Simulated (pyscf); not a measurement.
# Elimination: HO–GaH₂ -> O=GaH + hydrogen (H₂)

Gas phase, singlet surface, charge 0. Bonds broken: Ga1–H4, O3–H5. Bonds formed: H4–H5. Optimised with ωB97X-D3(BJ)/def2-SVP in PySCF.

Transition state (Å):

```xyz
5

Ga     0.6768     0.1107    -0.9960
H      1.1570    -0.7119    -2.1948
O      0.3388     1.2632     0.2026
H     -0.5906    -0.8505     0.2271
H     -0.3844     0.0419     0.4840
```

One imaginary mode, 1486i cm⁻¹; descent along it reached the two sides named.

```json
[
 {"bond": "Ga1–H4", "change": "breaks", "reactant side (Å)": "1.565", "saddle": "2.007", "product side": "3.0"},
 {"bond": "O3–H5", "change": "breaks", "reactant side (Å)": "0.963", "saddle": "1.447", "product side": "2.9"},
 {"bond": "H4–H5", "change": "forms", "reactant side (Å)": "3.0", "saddle": "0.951", "product side": "0.762"}
]
```

Electronic energies relative to the reactant's lowest minimum found (kJ/mol):

```
level                   barrier  reaction energy  reverse barrier
----------------------  -------  ---------------  ---------------
ωB97X-D3(BJ)/def2-TZVP    299.9           +221.1             78.8
PBE/def2-TZVP             250.9           +178.0             72.9
r²SCAN/def2-TZVP          272.7           +199.7             73.0
B3LYP-D3(BJ)/def2-TZVP    281.4           +197.9             83.6
PBE0-D3(BJ)/def2-TZVP     285.0           +217.4             67.7
M06-2X/def2-TZVP          301.8           +227.6             74.2
ωB97M-D3(BJ)/def2-TZVP    296.6           +217.2             79.4
HF/def2-TZVP              373.9           +274.1             99.9
```

With ωB97M-D3(BJ)/def2-TZVP energies and thermal terms (ideal gas, 1 atm, RRHO with modes under 100 cm⁻¹ raised to 100, one conformer, R ln 2 for chiral ones without a mode under 150 cm⁻¹), in kJ/mol:

| T (K) | ΔH‡ | ΔG‡ | ΔH | ΔG |
|---|---|---|---|---|
| 298 | 282.8 | 283.7 | +203.7 | +174.5 |
| 600 | 280.4 | 285.6 | +205.7 | +144.0 |
| 900 | 278.6 | 288.6 | +205.6 | +113.1 |
| 1200 | 277.1 | 292.2 | +204.5 | +82.4 |

At the saddle there is also a short Ga–H contact that neither side keeps. O=GaH lies 201.3 kJ/mol over its isomer HO–Ga [singlet] (electronic energy, ωB97M-D3(BJ)/def2-TZVP). This is the saddle that the search found; another between the same sides may lie lower. Elements up to Kr have no core potential and no relativistic terms here.
